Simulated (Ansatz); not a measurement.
# PH₃− (doublet): from Hartree-Fock to the top rungs, aug-cc-pVDZ

How much of the correlation energy of PH₃− (doublet) does each wave-function method recover here?

Program: Ansatz 0.2.0, Gaussian basis. Level of theory: aug-cc-pVDZ, core rule «outside noble gas», up to 5 orbitals frozen. These are calculated values, not measurements.

To be run: UHF; CCSD(T) on ROHF; CCSD(T) on UHF; BCCD(T) on ROHF; CISD; CCSDT(Q) on ROHF; CCSDT(Q) on UHF; CASSCF and MRCISD+Q, 9 electrons in 7 orbitals; CASSCF and MRCISD+Q(relaxed), 9 electrons in 7 orbitals; CASSCF and NEVPT2, 9 electrons in 7 orbitals.

21 further runs of the same task are left out: 5 for a known fault of the program, 5 that didn't finish, 11 set aside as unsound or not needed.

### 1 The system

The geometry is a PBE0/def2-TZVPD stationary point (not a proven minimum).

4 atoms, charge -1, spin multiplicity 2.

Atoms are counted from 1 here; the program's logs count them from 0.

Bond lengths: P1–H2 1.439 Å, P1–H3 1.439 Å, P1–H4 1.439 Å. Angles: H2–P1–H3 93.3°, H2–P1–H4 93.3°, H3–P1–H4 93.3°.

### 2 UHF

Contents of in.yaml:

```yaml
crystal:
  periodic: [false, false, false]
  atoms:
    - {symbol: P, position_ang: [0.001751, 0.002274, -0.069394]}
    - {symbol: H, position_ang: [1.190325, -0.014566, 0.741584]}
    - {symbol: H, position_ang: [-0.630487, 1.018495, 0.729511]}
    - {symbol: H, position_ang: [-0.613631, -1.073821, 0.661360]}
basis:
  gaussian: {orbitals: aug-cc-pVDZ}
total_charge: -1
magnetization: {spin_polarized: true, initial_magnetization: 1}
hamiltonian: {xc: hf}
output: {orbitals: {seedname: orbitals}}
```

Command:

```sh
> ansatz run in.yaml --threads 1 --pin off --events-out ev --progress --plain --max-ram 2393MiB
```

Further steps of the session: CCSD(T) on ROHF; CCSD(T) on UHF; BCCD(T) on ROHF; CISD; CCSDT(Q) on ROHF; CCSDT(Q) on UHF; CASSCF and MRCISD+Q, 9 electrons in 7 orbitals; CASSCF and MRCISD+Q(relaxed), 9 electrons in 7 orbitals; CASSCF and NEVPT2, 9 electrons in 7 orbitals.

Before running them: what should the planned runs give, taken together? Wanted: UCCSDT(Q) below the RHF energy; RMP2 from UCCSDT(Q); UMP2 from UCCSDT(Q); RCCSD from UCCSDT(Q); RCCSD(T) from UCCSDT(Q); UCCSD(T) from UCCSDT(Q); RCCSDT(Q) from UCCSDT(Q); NEVPT2 valence from UCCSDT(Q); MRCISD+Q valence from UCCSDT(Q).

**Answer**, as computed:

| quantity | value |
| --- | --- |
| UCCSDT(Q) below the RHF energy | -5.0933 eV |
| RMP2 from UCCSDT(Q) | +1002.8 meV |
| UMP2 from UCCSDT(Q) | +1000.9 meV |
| RCCSD from UCCSDT(Q) | +188.9 meV |
| RCCSD(T) from UCCSDT(Q) | +31.7 meV |
| UCCSD(T) from UCCSDT(Q) | +31.6 meV |
| RCCSDT(Q) from UCCSDT(Q) | +0.3 meV |
| NEVPT2 valence from UCCSDT(Q) | +1189.0 meV |
| MRCISD+Q valence from UCCSDT(Q) | +33.7 meV |
| MRCISD+Q(relaxed) valence from UCCSDT(Q) | +9.7 meV |
| levels within 1 kcal/mol (43 meV) | RCCSD(T), UCCSD(T), BCCD(T), RCCSDT, UCCSDT, RCCSDT(Q), MRCISD+Q valence, MRCISD+Q(relaxed) valence |
| T1 diagnostic | 0.024 |
| effectively unpaired electrons | 1.01 |

What this shows: RCCSD(T) misses by +31.7 meV, 0.6 % of the correlation energy. One determinant dominates. Of the multireference levels listed MRCISD+Q(relaxed) valence comes nearest in total energy (+9.7 meV), which doesn't show that its space is the better one. These misses are within one basis, not against nature; the frozen cores of restricted and unrestricted runs differ, which can shift their rows. The highest orbital lies above zero: the basis alone holds the extra electron.
